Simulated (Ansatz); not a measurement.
**NOF (nitrosyl fluoride): levels of theory compared**

Wanted: a comparison of 6 runs (BLYP/STO-3G, CAM-B3LYP/STO-3G, PBE/STO-3G, PBE0/STO-3G, UPBE0/STO-3G, revPBE/STO-3G) of NOF (nitrosyl fluoride). 

The results are computed with Ansatz 0.2.0.

63 further runs of the same task are left out: 16 that didn't finish, 47 set aside as unsound or not needed.

## Step 1: Starting point

NOF: 3 atoms, total charge 0, spin state singlet. As SMILES, `O=NF`. The N2–O1 distance was set to 1.408 Å, away from the relaxed value.

Bond lengths: O1–N2 1.408 Å, N2–F3 1.483 Å. Angles: O1–N2–F3 110.4°.

## Step 2: The energy at BLYP/STO-3G (run 1)

job.yaml

```yaml
basis:
  gaussian:
    orbitals: STO-3G
crystal:
  periodic: [false, false, false]
  atoms:
    - {symbol: O, position_ang: [1.048178, 0.424320, 0.623430]}
    - {symbol: "N", position_ang: [0.148930, -0.482540, 0.029910]}
    - {symbol: F, position_ang: [-1.017290, 0.239580, -0.534650]}
accuracy: high
hamiltonian:
  xc: {name: BLYP}
total_charge: 0
```

Command:

```bash
$ ansatz run job.yaml --threads 1 --pin off --max-ram 3480MiB --events-out events.jsonl --progress --plain --runs-dir runs
```

The log of the run:

```text
Warning: RAYON_NUM_THREADS=1 ignored (pool sized by the plan → 1); use --threads N
Functional definition: BLYP
  name "BLYP"
  parameter beta = 0.0042
  parameter a = 0.04918
  parameter b = 0.132
  parameter c = 0.2533
  parameter d = 0.349
  exchange = b88_x(beta = beta)
  correlation = lyp_c(a = a, b = b, c = c, d = d)
250 factors; integrals over basis functions are off by at most 4.4e-8 eV
mean field evaluation 1: about -6160.8719 eV, gradient 2.3e1 eV
mean field evaluation 2: about -6085.7373 eV, gradient 1.6e2 eV
mean field evaluation 4: about -6162.3538 eV, gradient 7.8e0 eV
mean field evaluation 8: about -6162.4962 eV, gradient 2.9e-1 eV
mean field evaluation 16: about -6162.4966 eV, gradient 7.7e-6 eV
mean field -6162.49662884 eV, -226.4675740196 hartree, gradient 4.7e-8 eV, S^2 0.000000; 0 other end points of the search recorded, 0 dependent functions left out
reference -6162.49664937 eV, -226.4675747743 hartree; 12, 12 occupied and 3, 3 virtual orbitals, 250 factors
Total energy: -6162.49664937 eV, -226.4675747743 hartree
```

It took 0.58 s on 1 thread of Intel Xeon Platinum 8488C (Sapphire Rapids), shared host.

## Step 3: The energy at CAM-B3LYP/STO-3G (run 2)

molecule.yaml

```yaml
crystal:
  periodic: [false, false, false]
  atoms:
    - {symbol: O, position_ang: [1.048178, 0.424320, 0.623430]}
    - {symbol: N, position_ang: [0.148930, -0.482540, 0.029910]}
    - {symbol: F, position_ang: [-1.017290, 0.239580, -0.534650]}
basis:
  gaussian:
    orbitals: STO-3G
hamiltonian:
  xc: {name: CAM-B3LYP}
accuracy: high
```

Command:

```bash
$ ansatz run molecule.yaml --threads 1 --pin off --max-ram 3480MiB --events-out events.jsonl --progress --plain --runs-dir runs
```

The log of the run:

```text
Warning: RAYON_NUM_THREADS=1 ignored (pool sized by the plan → 1); use --threads N
Functional definition: CAM-B3LYP
  name "CAM-B3LYP"
  parameter alpha = 0.19
  parameter beta = 0.46
  parameter omega = 0.33/bohr
  parameter ac = 0.81
  exchange = (1 - alpha - beta)*b88_x + beta*b88_x_sr(omega) + alpha*exact_x + beta*exact_x_lr(omega)
  correlation = (1 - ac)*vwn5_c + ac*lyp_c
250 factors; integrals over basis functions are off by at most 4.4e-8 eV
125 factors; integrals over basis functions are off by at most 1.4e-9 eV
mean field evaluation 1: about -6157.1638 eV, gradient 3.5e1 eV
mean field evaluation 2: about -6142.2881 eV, gradient 8.5e1 eV
mean field evaluation 4: about -6160.4996 eV, gradient 2.8e0 eV
mean field evaluation 8: about -6160.4927 eV, gradient 2.5e-1 eV
mean field evaluation 16: about -6160.4929 eV, gradient 6.9e-6 eV
mean field -6160.49291029 eV, -226.3939387209 hartree, gradient 7.3e-8 eV, S^2 0.000000; 0 other end points of the search recorded, 0 dependent functions left out
reference -6160.49291755 eV, -226.3939389879 hartree; 12, 12 occupied and 3, 3 virtual orbitals, 250 factors
Total energy: -6160.49291755 eV, -226.3939389879 hartree
```

Wall time 0.77 s (1 thread of Intel Xeon Platinum 8488C (Sapphire Rapids), shared host); peak memory 0.093 GiB.

Runs 3 to 5 aren't shown in full; the table further down has their settings and results.

## Step 4: A single-point energy at revPBE/STO-3G (run 6)

in.yaml

```yaml
crystal:
  periodic: [false, false, false]
  atoms:
    - {symbol: O, position_ang: [1.048178, 0.424320, 0.623430]}
    - {symbol: "N", position_ang: [0.148930, -0.482540, 0.029910]}
    - {symbol: F, position_ang: [-1.017290, 0.239580, -0.534650]}
basis:
  gaussian: {orbitals: STO-3G}
hamiltonian: {xc: {name: revPBE}}
accuracy: high
```

Command:

```bash
$ ansatz run in.yaml --threads 1 --pin off --max-ram 3480MiB --events-out events.jsonl --progress --plain --runs-dir runs
```

The log of the run:

```text
Warning: RAYON_NUM_THREADS=1 ignored (pool sized by the plan → 1); use --threads N
Functional definition: revPBE
  name "revPBE"
  parameter kappa = 1.245
  parameter beta = 0.06672455060314922
  exchange = pbe_x(kappa = kappa, mu = beta*pi^2/3)
  correlation = pbe_c(beta = beta)
250 factors; integrals over basis functions are off by at most 4.4e-8 eV
mean field evaluation 1: about -6161.5329 eV, gradient 2.3e1 eV
mean field evaluation 2: about -6089.1516 eV, gradient 1.6e2 eV
mean field evaluation 4: about -6163.0153 eV, gradient 7.1e0 eV
mean field evaluation 8: about -6163.1178 eV, gradient 2.8e-1 eV
mean field evaluation 16: about -6163.1182 eV, gradient 4.2e-6 eV
mean field -6163.11817758 eV, -226.4904155145 hartree, gradient 5.4e-8 eV, S^2 0.000000; 0 other end points of the search recorded, 0 dependent functions left out
reference -6163.11817848 eV, -226.4904155476 hartree; 12, 12 occupied and 3, 3 virtual orbitals, 250 factors
Total energy: -6163.11817848 eV, -226.4904155476 hartree
```

It took 0.5 s on 1 thread of Intel Xeon Platinum 8488C (Sapphire Rapids), shared host.

## Step 5: All runs side by side

```csv
run,level,energy (Eh),wall time
1,BLYP/STO-3G,-226.467575,0.58 s
2,CAM-B3LYP/STO-3G,-226.393939,0.77 s
3,PBE/STO-3G,-226.307581,0.46 s
4,PBE0/STO-3G,-226.299238,0.46 s
5,UPBE0/STO-3G,-226.300140,1.5 s
6,revPBE/STO-3G,-226.490416,0.5 s
```

## Step 6: Outcome

```
           quantity          value
run 6: total energy  -226.49042 Eh
```

In words: Totals of different functionals can't be ranked against each other. In runs 1, 2, 3, 4, 5, 6 the basis is minimal, so the values are rough. Spin contamination of the reference: run 5 ⟨S²⟩ = 0.19. All runs together took 4.3 s, the longest 1.5 s.
